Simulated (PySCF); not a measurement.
C4H10N2.
SMILES: `C[C@@H]1CCNN1`

Theory: PySCF, TDDFT CAM-B3LYP/def2-SVPD, vertical, gas phase, core orbitals frozen in the response. Geometry: GFN2-xTB, one conformer, isolated molecule.

Computed states:

| state | E (eV) | f |
| --- | --- | --- |
| S1 | 6.48 | 0.0076 |
| S2 | 6.62 | 0.016 |
| S3 | 7.17 | 0.011 |
| S4 | 7.28 | 0.041 |
| S5 | 7.55 | 0.0089 |
| S6 | 7.69 | 0.0027 |
| S7 | 7.91 | 0.0002 |
| S8 | 8.02 | 0.017 |

Each state is given a Gaussian of 0.5 eV full width at half maximum, with ε(max) = 2.175×10⁸ f / Δν̃ (Δν̃ the width in cm⁻¹). The width is an assumption, not a result. The curve ends short of the highest state used, and states not computed would add to its high-energy end.

Question: What does the envelope look like, and where are its maxima?

Answer: 
(E (eV), ε (L mol⁻¹ cm⁻¹)): (5.73, 1), (5.78, 2), (5.83, 5), (5.87, 8), (5.92, 17), (5.97, 31), (6.02, 55), (6.07, 94), (6.12, 152), (6.16, 215), (6.21, 317), (6.26, 445), (6.31, 594), (6.36, 756), (6.41, 915), (6.45, 1030), (6.50, 1143), (6.55, 1211), (6.60, 1228), (6.65, 1198), (6.70, 1137), (6.74, 1083), (6.79, 1033), (6.84, 1032), (6.89, 1106), (6.94, 1266), (6.99, 1513), (7.04, 1825), (7.08, 2098), (7.13, 2432), (7.18, 2713), (7.23, 2900), (7.28, 2965), (7.33, 2904), (7.37, 2774), (7.42, 2532)

Maxima: 188 nm (6.59 eV), ε about 1200, made up of S1 (29%) and S2 (69%); 170 nm (7.28 eV), ε about 3000, made up of S3 (18%) and S4 (74%) (ε in L mol⁻¹ cm⁻¹; maxima over ε = 5, shares over 10%).

Question: On this curve, what absorbance would a 10⁻³ mol/L sample give at 193 nm over a 1 cm path?

Answer: 193 nm is 6.424 eV, where ε is about 960 L mol⁻¹ cm⁻¹, so A = ε c l ≈ 0.96 (Beer–Lambert, with the gas-phase spectrum and the assumed width).

Question: What would ε be at 7.28 eV, the highest of these maxima, with half the width (0.25 eV)?

Answer: About 5150 L mol⁻¹ cm⁻¹ against 2970, a factor of about 1.7; a lone state at its own centre would give exactly 2.

Question: Coming from long wavelengths, where does ε first pass 100 L mol⁻¹ cm⁻¹?

Answer: At about 204 nm (6.08 eV), 0.40 eV below S1.
